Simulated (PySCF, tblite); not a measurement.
# sulfanylsilane (SiH₄S): dynamics, then NMR shifts and electronic excitations on frames, part 2 of 2

tblite 0.8.0 and PySCF 2.14.0. Atoms count from 0.

### Step 8. Ultraviolet spectrum: 625 fs, PBE0/def2-SVPD

Job settings and geometry (Å):

```
{"job": {"kind": "uv", "xc": "PBE0", "basis": "def2-SVPD", "nstates": 5, "ntriplets": 0}, "charge": 0, "multiplicity": 1}
Si    -1.634100    -0.259700    -0.056700
S      0.480900     0.076700    -0.030800
H     -2.157500     0.347400    -1.349500
H     -1.993500    -1.660400     0.300400
H     -2.140500     0.684800     0.988600
H      0.872400    -0.708500    -0.996300
```

Level: TDDFT PBE0/def2-SVPD, vertical, gas phase, core orbitals frozen in the response.

What it wrote:

```text
coarse grid: 5728 points
cycle   1  E = -689.5391895537  dE = -1.054e-01  |g| = 1.900e-01  |ddm| = 2.361e+00
cycle   2  E = -689.5392331337  dE = -4.358e-05  |g| = 1.928e-01  |ddm| = 6.210e-01
cycle   3  E = -689.5516671001  dE = -1.243e-02  |g| = 1.162e-02  |ddm| = 3.177e-01
cycle   4  E = -689.5517147440  dE = -4.764e-05  |g| = 3.753e-03  |ddm| = 3.258e-02
cycle   5  E = -689.5517199591  dE = -5.215e-06  |g| = 1.214e-03  |ddm| = 7.770e-03
final grid: 45160 points
cycle   6  E = -689.6223187693  dE = -4.703e-06  |g| = 3.206e-03  |ddm| = 2.675e-02
cycle   7  E = -689.6223187214  dE =  4.783e-08  |g| = 3.146e-03  |ddm| = 1.027e-02
cycle   8  E = -689.6223218441  dE = -3.123e-06  |g| = 1.470e-04  |ddm| = 5.247e-03
cycle   9  E = -689.6223218522  dE = -8.076e-09  |g| = 3.647e-05  |ddm| = 2.550e-04
cycle  10  E = -689.6223218526  dE = -4.720e-10  |g| = 8.380e-06  |ddm| = 6.457e-05
converged SCF energy = -689.6223218526

Static polarisability (au): isotropic 51.307, principal 45.692 47.461 60.768

Singlet excitations
state   eV       nm        f      main configurations
  1   5.9383    208.8   0.02920   H->L 0.99
  2   6.2288    199.0   0.00052   H->L+1 0.91
  3   6.6968    185.1   0.00138   H->L+2 0.98
  4   7.2324    171.4   0.00045   H->L+3 0.91
  5   7.4973    165.4   0.00390   H->L+4 0.82, H-1->L 0.10
```

Run time: 1.6 s. Hardware: 1 thread of Intel Xeon Platinum 8488C, shared host; peak memory 0.35 GiB.

Key values: HOMO -7.48 eV, LUMO -0.17 eV; lowest singlet 5.94 eV.

### Step 9. Nuclear shieldings: 800 fs, PBE0/pcSseg-1

Job settings and geometry (Å):

```
{"job": {"kind": "nmr", "xc": "PBE0", "basis": "pcSseg-1", "pop": false}, "charge": 0, "multiplicity": 1}
Si    -1.383300    -0.320100    -0.351700
S      0.699600     0.211600    -0.623200
H     -2.043800     0.906100    -0.802300
H     -1.531700    -1.687500    -0.767700
H     -1.778500    -0.086800     1.091000
H      0.311900     1.224100    -1.341500
```

Method: GIAO PBE0/pcSseg-1 NMR shielding, non-relativistic, gas phase.

What it wrote:

```text
coarse grid: 5728 points
cycle   1  E = -689.7620933701  dE = -6.125e-02  |g| = 2.124e-01  |ddm| = 2.101e+00
cycle   2  E = -689.7624464151  dE = -3.530e-04  |g| = 2.235e-01  |ddm| = 6.262e-01
cycle   3  E = -689.7769513078  dE = -1.450e-02  |g| = 1.581e-02  |ddm| = 3.293e-01
cycle   4  E = -689.7769983171  dE = -4.701e-05  |g| = 3.612e-03  |ddm| = 2.289e-02
cycle   5  E = -689.7770025263  dE = -4.209e-06  |g| = 1.365e-03  |ddm| = 7.389e-03
final grid: 45160 points
cycle   6  E = -689.7897860173  dE = -6.834e-06  |g| = 2.937e-03  |ddm| = 1.233e-02
cycle   7  E = -689.7897861522  dE = -1.348e-07  |g| = 2.701e-03  |ddm| = 6.746e-03
cycle   8  E = -689.7897878659  dE = -1.714e-06  |g| = 1.646e-04  |ddm| = 3.542e-03
cycle   9  E = -689.7897878754  dE = -9.463e-09  |g| = 4.662e-05  |ddm| = 3.215e-04
cycle  10  E = -689.7897878760  dE = -6.542e-10  |g| = 7.759e-06  |ddm| = 6.132e-05
converged SCF energy = -689.7897878760

GIAO shielding tensors (ppm)
atom      isotropic    diamagn.    paramagn.     s11        s22        s33       span
  0 Si     413.407     878.824    -465.417    340.197    395.343    504.682    164.484
  1 S      826.406    1057.842    -231.436    736.901    769.758    972.559    235.659
  2 H       26.376      28.813      -2.437     22.475     25.247     31.407      8.933
  3 H       26.894      28.434      -1.540     22.534     24.995     33.153     10.619
  4 H       26.399      28.238      -1.839     22.744     24.810     31.642      8.898
  5 H       32.084      31.608       0.476     22.957     28.708     44.586     21.629
```

Wall time 1.4 s (1 thread of Intel Xeon Platinum 8488C, shared host); peak memory 0.35 GiB.

In short: δ Si0 -64.2, S1 -323, H2 5.34, H4 5.32 ppm.

### Step 10. TDDFT and polarisability: 800 fs, PBE0/def2-SVPD

The job, as its differences from that of step 9:

```diff
@@ -1,2 +1,2 @@
-{"job": {"kind": "nmr", "xc": "PBE0", "basis": "pcSseg-1", "pop": false}, "charge": 0, "multiplicity": 1}
+{"job": {"kind": "uv", "xc": "PBE0", "basis": "def2-SVPD", "nstates": 5, "ntriplets": 0}, "charge": 0, "multiplicity": 1}
 Si    -1.383300    -0.320100    -0.351700
```

Method: TDDFT PBE0/def2-SVPD, vertical, gas phase, core orbitals frozen in the response.

What it wrote:

```text
coarse grid: 5728 points
cycle   1  E = -689.5274641912  dE = -7.290e-02  |g| = 1.914e-01  |ddm| = 2.329e+00
cycle   2  E = -689.5271118624  dE =  3.523e-04  |g| = 1.980e-01  |ddm| = 6.345e-01
cycle   3  E = -689.5402641702  dE = -1.315e-02  |g| = 1.439e-02  |ddm| = 3.328e-01
cycle   4  E = -689.5403404242  dE = -7.625e-05  |g| = 4.191e-03  |ddm| = 4.149e-02
cycle   5  E = -689.5403476022  dE = -7.178e-06  |g| = 9.618e-04  |ddm| = 9.922e-03
final grid: 45160 points
cycle   6  E = -689.6105567954  dE = -5.189e-06  |g| = 3.148e-03  |ddm| = 2.594e-02
cycle   7  E = -689.6105566700  dE =  1.254e-07  |g| = 3.121e-03  |ddm| = 1.049e-02
cycle   8  E = -689.6105597365  dE = -3.067e-06  |g| = 2.126e-04  |ddm| = 5.441e-03
cycle   9  E = -689.6105597537  dE = -1.716e-08  |g| = 3.209e-05  |ddm| = 3.620e-04
cycle  10  E = -689.6105597540  dE = -3.599e-10  |g| = 7.304e-06  |ddm| = 5.989e-05
converged SCF energy = -689.6105597540

Static polarisability (au): isotropic 50.561, principal 44.581 46.764 60.338

Singlet excitations
state   eV       nm        f      main configurations
  1   5.6756    218.5   0.01590   H->L 0.96
  2   5.9375    208.8   0.01023   H->L+1 0.93
  3   6.6583    186.2   0.02103   H->L+2 0.95
  4   7.0734    175.3   0.00353   H->L+3 0.94
  5   7.4268    166.9   0.02827   H-1->L 0.94
```

It took 1.6 s on 1 thread of Intel Xeon Platinum 8488C, shared host; peak memory 0.35 GiB.

In short: HOMO -7.41 eV, LUMO -0.40 eV; lowest singlet 5.68 eV.

### Step 11. Shielding tensors: 1000 fs, PBE0/pcSseg-1

Job settings and geometry (Å):

```
{"job": {"kind": "nmr", "xc": "PBE0", "basis": "pcSseg-1", "pop": false}, "charge": 0, "multiplicity": 1}
Si    -1.092500    -0.632300    -0.274400
S      0.716400     0.406000    -0.734200
H     -2.118100    -0.809700    -1.285800
H     -0.711400    -2.063300    -0.332500
H     -1.486000    -0.098700     0.973200
H      0.355200     1.606000    -0.394600
```

Level: GIAO PBE0/pcSseg-1 NMR shielding, non-relativistic, gas phase.

What it wrote:

```text
coarse grid: 5728 points
cycle   1  E = -689.7681980353  dE = -3.191e-02  |g| = 2.001e-01  |ddm| = 2.115e+00
cycle   2  E = -689.7699654353  dE = -1.767e-03  |g| = 1.979e-01  |ddm| = 5.548e-01
cycle   3  E = -689.7810810694  dE = -1.112e-02  |g| = 1.614e-02  |ddm| = 2.828e-01
cycle   4  E = -689.7811292445  dE = -4.818e-05  |g| = 4.466e-03  |ddm| = 2.487e-02
cycle   5  E = -689.7811357847  dE = -6.540e-06  |g| = 1.422e-03  |ddm| = 8.386e-03
final grid: 45160 points
cycle   6  E = -689.7939566625  dE = -6.897e-06  |g| = 2.937e-03  |ddm| = 1.230e-02
cycle   7  E = -689.7939568201  dE = -1.576e-07  |g| = 2.714e-03  |ddm| = 6.713e-03
cycle   8  E = -689.7939585672  dE = -1.747e-06  |g| = 1.277e-04  |ddm| = 3.460e-03
cycle   9  E = -689.7939585727  dE = -5.516e-09  |g| = 4.562e-05  |ddm| = 2.629e-04
cycle  10  E = -689.7939585734  dE = -6.673e-10  |g| = 6.951e-06  |ddm| = 6.197e-05
converged SCF energy = -689.7939585734

GIAO shielding tensors (ppm)
atom      isotropic    diamagn.    paramagn.     s11        s22        s33       span
  0 Si     415.138     878.691    -463.552    326.714    409.954    508.747    182.032
  1 S      798.025    1057.757    -259.731    710.569    758.881    924.625    214.056
  2 H       27.067      28.287      -1.219     23.464     25.013     32.726      9.262
  3 H       26.713      28.423      -1.710     23.096     25.408     31.635      8.539
  4 H       27.446      29.346      -1.900     22.721     25.359     34.258     11.537
  5 H       32.400      31.441       0.959     24.219     27.928     45.052     20.833
```

Run time: 1.5 s. Hardware: 1 thread of Intel Xeon Platinum 8488C, shared host; peak memory 0.35 GiB.

In short: δ Si0 -66.0, S1 -294, H3 5.00, H2 4.65 ppm.

### Step 12. TDDFT and polarisability: 1000 fs, PBE0/def2-SVPD

The job, as its differences from that of step 11:

```diff
@@ -1,2 +1,2 @@
-{"job": {"kind": "nmr", "xc": "PBE0", "basis": "pcSseg-1", "pop": false}, "charge": 0, "multiplicity": 1}
+{"job": {"kind": "uv", "xc": "PBE0", "basis": "def2-SVPD", "nstates": 5, "ntriplets": 0}, "charge": 0, "multiplicity": 1}
 Si    -1.092500    -0.632300    -0.274400
```

Method: TDDFT PBE0/def2-SVPD, vertical, gas phase, core orbitals frozen in the response.

What it wrote:

```text
coarse grid: 5728 points
cycle   1  E = -689.5323061319  dE = -4.231e-02  |g| = 1.801e-01  |ddm| = 2.384e+00
cycle   2  E = -689.5329865562  dE = -6.804e-04  |g| = 1.772e-01  |ddm| = 5.567e-01
cycle   3  E = -689.5433604999  dE = -1.037e-02  |g| = 1.300e-02  |ddm| = 2.929e-01
cycle   4  E = -689.5434231856  dE = -6.269e-05  |g| = 3.646e-03  |ddm| = 3.245e-02
cycle   5  E = -689.5434283794  dE = -5.194e-06  |g| = 1.254e-03  |ddm| = 7.834e-03
final grid: 45160 points
cycle   6  E = -689.6136749196  dE = -5.039e-06  |g| = 3.269e-03  |ddm| = 2.669e-02
cycle   7  E = -689.6136747978  dE =  1.218e-07  |g| = 3.240e-03  |ddm| = 1.020e-02
cycle   8  E = -689.6136781259  dE = -3.328e-06  |g| = 1.514e-04  |ddm| = 5.233e-03
cycle   9  E = -689.6136781343  dE = -8.451e-09  |g| = 3.801e-05  |ddm| = 2.692e-04
cycle  10  E = -689.6136781349  dE = -5.152e-10  |g| = 8.399e-06  |ddm| = 6.423e-05
converged SCF energy = -689.6136781349

Static polarisability (au): isotropic 49.832, principal 44.433 45.037 60.025

Singlet excitations
state   eV       nm        f      main configurations
  1   5.9079    209.9   0.03044   H->L 0.99
  2   6.3155    196.3   0.00034   H->L+1 0.91
  3   6.9347    178.8   0.00903   H->L+2 0.95
  4   7.4552    166.3   0.00570   H->L+3 0.74, H->L+4 0.20
  5   7.5168    164.9   0.01865   H->L+4 0.71, H->L+3 0.21
```

It took 1.6 s on 1 thread of Intel Xeon Platinum 8488C, shared host; peak memory 0.35 GiB.

In short: HOMO -7.54 eV, LUMO -0.27 eV; lowest singlet 5.91 eV.

### Step 13. Side by side: NMR shifts

Shifts (ppm), with basis size and wall time:

```csv
frame,H2,H4,H3,H5,Si0,S1,functions,time
250 fs,4.96,4.72,4.30,0.87,-68.8,-293,68,1.8 s
425 fs,5.06,5.64,4.54,0.92,-64.7,-266,68,1.6 s
625 fs,5.76,5.08,5.26,-0.52,-59.5,-286,68,1.4 s
800 fs,5.34,5.32,4.82,-0.37,-64.2,-323,68,1.4 s
1000 fs,4.65,4.27,5.00,-0.68,-66.0,-294,68,1.5 s
```

### Step 14. Comparing the runs: electronic excitations

Excitations and ground-state properties, with basis size and wall time:

```csv
frame,lowest singlet (eV),brightest (eV),f,gap (eV),α (Å³),μ (D),functions,time
250 fs,5.56,7.21,0.025,6.98,7.46,1.29,83,1.7 s
425 fs,5.46,7.27,0.075,6.79,7.58,1.62,83,1.6 s
625 fs,5.94,5.94,0.029,7.31,7.60,1.37,83,1.6 s
800 fs,5.68,7.43,0.028,7.01,7.49,1.48,83,1.6 s
1000 fs,5.91,5.91,0.030,7.27,7.38,1.38,83,1.6 s
```

### Step 15. Results

This closing draws on all 2 parts.

```
                                       quantity                        value
                                     thermostat                        300 K
                  mean temperature, second half                        293 K
        mean potential energy above the minimum                      0.18 eV
  ¹H shifts against TMS (PBE0/pcSseg-1, 250 fs)   4.96, 4.72, 4.30, 0.87 ppm
²⁹Si shifts against TMS (PBE0/pcSseg-1, 250 fs)                    -68.8 ppm
 ³³S shifts against CS2 (PBE0/pcSseg-1, 250 fs)                     -293 ppm
        lowest singlet (PBE0/def2-SVPD, 250 fs)  5.56 eV (223 nm), f = 0.014
       brightest single state of those computed  state 4, 7.21 eV, f = 0.025
                       range of the shift of S1             -323 to -266 ppm
                    range of the lowest singlet              5.46 to 5.94 eV
```

In the second half the potential energy averages 0.18 eV above the minimum; equipartition over 12 harmonic modes at 300 K would give 0.16 eV. With 6 atoms the temperature swings widely (120 to 489 K). Shifts at one fixed geometry are not the observed spectrum, which averages over the motion. In the first frame run (250 fs): The widest tensor belongs to S1: span 293 ppm, with a paramagnetic part of -261 ppm. The lowest singlet, at 5.56 eV, is HOMO→LUMO 0.96 and is weak; of the 5 states computed, the strongest absorption comes from state 4 at 7.21 eV. In ppm, S1 moves most: its shift spreads over 57 ppm, from -323 (800 fs) to -266 (425 fs). The lowest singlet runs from 5.46 eV (425 fs) to 5.94 eV (625 fs), while the orbital gap spans 6.79 to 7.31 eV. The lowest state need not be the same one in every run. The runs solved for a few states only, so the brightest column depends on that window.
